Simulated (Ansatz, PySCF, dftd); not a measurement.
System: CH$_{2}$O, charge 0, singlet. CH2O (formaldehyde, SMILES O=C).
B3LYP-D3(BJ)/def2-TZVP minimum from Ansatz (an electronic-structure program):
```
C
O 1 1.1989
H 1 1.1075 2 122.05
H 1 1.1075 3 115.91 2 180.00
```
Charge 0, spin multiplicity 1.

Wanted: enthalpy of formation at 298 K (by atomisation, with ideal-gas terms from PySCF's Hessian at B3LYP-D3(BJ)/def2-TZVP and the atoms' measured values of the G2/97 table; no spin-orbit terms), in kcal/mol. Radicals and triplets start from unrestricted determinants; spin-orbit coupling is neglected. Cores are frozen in correlated methods. Rows without X2C or -DK are non-relativistic. CBS(X,Y): correlation extrapolated as X^-3, Hartree-Fock from the larger set (Q,5: extrapolated as (X+1)exp(-9√X)). A bracket is a step between two methods taken in the basis named. The functionals are non-relativistic, so their misses hold any scalar relativity. Double hybrids freeze cores in their MP2 part. '+ core + X2C': CCSD(T) terms for core correlation (cc-pwCVTZ) and scalar relativity (cc-pVTZ-DK). For partners of very few electrons the exact lower level stands in for a higher one.

Measured: -26.1 kcal/mol, -109.2 kJ/mol (Active Thermochemical Tables 1.112 (ions: stationary electron), as tabulated in the package chemicals); atomic spin-orbit terms, which the calculations lack, would raise the computed values.

| level | program | enthalpy of formation at 298 K (kcal/mol) | error against that value |
|---|---|---|---|
| HF/cc-pVTZ | Ansatz | 91.2 | 117.3 |
| PBE-D3(BJ)/def2-TZVPD | Ansatz + dftd3 | -38.2 | -12.1 |
| B3LYP-D3(BJ)/def2-TZVPD | Ansatz + dftd3 | -26.2 | -0.1 |
| CAM-B3LYP-D3(BJ)/def2-TZVPD | Ansatz + dftd3 | -26.6 | -0.5 |
| B2PLYP/def2-TZVPD | Ansatz | -22.6 | 3.5 |
| CCSD(T)/cc-pVTZ | Ansatz | -15.6 | 10.5 |
| CCSD(T)/CBS(cc-pVQZ,cc-pV5Z) | Ansatz | -25.2 | 0.9 |
| CCSDT(Q)/cc-pVDZ | Ansatz | 2.6 | 28.7 |
| CCSDT(Q)/cc-pVTZ | Ansatz | -15.8 | 10.3 |
| CCSD(T)/CBS(cc-pVQZ,cc-pV5Z) + [CCSDT(Q) - CCSD(T)]/cc-pVTZ + [CCSDTQ - CCSDT(Q)]/cc-pVDZ + core + X2C | Ansatz | -26.3 | -0.2 |
| CCSD(T)/CBS(cc-pVQZ,cc-pV5Z) + [CCSDT(Q) - CCSD(T)]/cc-pVQZ + [CCSDTQ - CCSDT(Q)]/cc-pVDZ + core + X2C | Ansatz | -26.3 | -0.2 |
